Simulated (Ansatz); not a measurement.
## C₅H₇Cl, SMILES Cl[C@H]1[C@H]2CC[C@@H]12: a geometry optimisation, step by step

Computed with Ansatz 0.2.0, Python API.

At the Python prompt:
```pycon
>>> import warnings
>>> import ansatz as az
>>> import numpy as np
>>> BASIS_SET = "cc-pVDZ"
>>> XC = "hf"
>>> warnings.simplefilter("ignore", az.DeckWarning)
>>> geometry_ang = [
...     ("Cl", (-2.5018, 0.78, 0.3647)),
...     ("C", (-1.1166, 0.0192, 1.0942)),
...     ("C", (-0.2261, -0.8532, 0.2731)),
...     ("C", (0.2592, -0.5714, -1.0972)),
...     ("C", (0.7591, 0.8048, -0.6113)),
...     ("C", (0.2589, 0.4819, 0.7445)),
...     ("H", (-1.3274, -0.2652, 2.1165)),
...     ("H", (0.2176, -1.7406, 0.7034)),
...     ("H", (-0.5234, -0.5251, -1.8614)),
...     ("H", (1.0521, -1.2384, -1.4517)),
...     ("H", (0.2702, 1.6594, -1.09)),
...     ("H", (1.8435, 0.9402, -0.6823)),
...     ("H", (1.0346, 0.5085, 1.4976)),
... ]
>>> geometry = az.Crystal.molecule()
>>> for symbol, xyz in geometry_ang:
...     geometry = geometry.atom(symbol, xyz)
...
>>> job = (
...     geometry.calculation()
...     .basis(gaussian=BASIS_SET)
...     .functional(XC)
... )
>>> symbols = [site.symbol for site in geometry.cartesian_sites]
>>> start = np.array([site.position_ang for site in geometry.cartesian_sites], dtype=float)
>>> def progress(event):
...     if event["event"] == "relax_step":
...         row = event["data"]
...         print(f"step {row['step']:3d}  E = {row['lagrangian_ev']:.6f} eV  largest force component {row['allowed_force_max_ev_ang']:.4f} eV/A")
...
>>> summary = job.relax(force_tolerance=0.01).session().plan().execute(on_event=progress).report
step   1  E = -17764.325841 eV  largest force component 3.2201 eV/A
step   2  E = -17765.164428 eV  largest force component 0.7421 eV/A
step   3  E = -17765.296443 eV  largest force component 0.5245 eV/A
step   4  E = -17765.314386 eV  largest force component 0.1733 eV/A
step   5  E = -17765.316655 eV  largest force component 0.0387 eV/A
step   6  E = -17765.316794 eV  largest force component 0.0229 eV/A
step   7  E = -17765.316805 eV  largest force component 0.0101 eV/A
step   8  E = -17765.316808 eV  largest force component 0.0071 eV/A
>>> end = np.array(summary["positions_ang"])
>>> for key in ("converged", "free_energy_ev", "reference_energy_ev", "n_frozen", "n_occupied", "n_virtual"):
...     print(f"{key:22s} {summary[key]}")
...
converged              True
free_energy_ev         -17765.316808369036
reference_energy_ev    -17765.316808369036
n_frozen               0
n_occupied             [27, 27]
n_virtual              [96, 96]
>>> print("final positions (A) and the move of each atom")
final positions (A) and the move of each atom
>>> for symbol, xyz, old in zip(symbols, end, start):
...     print(f"{symbol:2s} {xyz[0]:10.5f} {xyz[1]:10.5f} {xyz[2]:10.5f}   {np.linalg.norm(xyz - old):7.4f}")
...
Cl   -2.37747    0.80300    0.17172    0.2307
C    -1.00441    0.01384    0.99404    0.1505
C    -0.08897   -0.95184    0.34180    0.1824
C     0.21390   -0.55887   -1.10281    0.0473
C     0.71723    0.82673   -0.61351    0.0473
C     0.41022    0.42239    0.82709    0.1824
H    -1.29497   -0.23698    2.00319    0.1212
H     0.06013   -1.93667    0.76565    0.2591
H    -0.63684   -0.56689   -1.78397    0.1436
H     1.01610   -1.15936   -1.52972    0.1167
H     0.18886    1.70615   -0.98129    0.1436
H     1.78528    0.95807   -0.78197    0.1168
H     1.01084    0.68053    1.68987    0.2591
>>> charges = summary["charge_distribution"]
>>> print("dipole moment", round(4.803205 * float(np.linalg.norm(charges["dipole_moment_e_ang"])), 3), "D")
dipole moment 2.431 D
>>> print("Mulliken:", [(s, round(q, 3)) for s, q in zip(symbols, charges["mulliken_charges_e"])])
Mulliken: [('Cl', -0.154), ('C', -0.02), ('C', -0.094), ('C', 0.03), ('C', 0.03), ('C', -0.094), ('H', 0.079), ('H', 0.023), ('H', 0.048), ('H', 0.041), ('H', 0.048), ('H', 0.041), ('H', 0.023)]
```

Total energies depend on the basis set; only differences at equal settings carry meaning. The end point is the stationary point reached from this start; no frequency run checks that it is a minimum, and the basis set is modest. The whole script took 28 s on 1 thread of Intel(R) Xeon(R) 6975P-C (Granite Rapids), on a shared host, peak memory 0.37 GiB.

(Lines on the test bed's own set-up are left out of the output.)
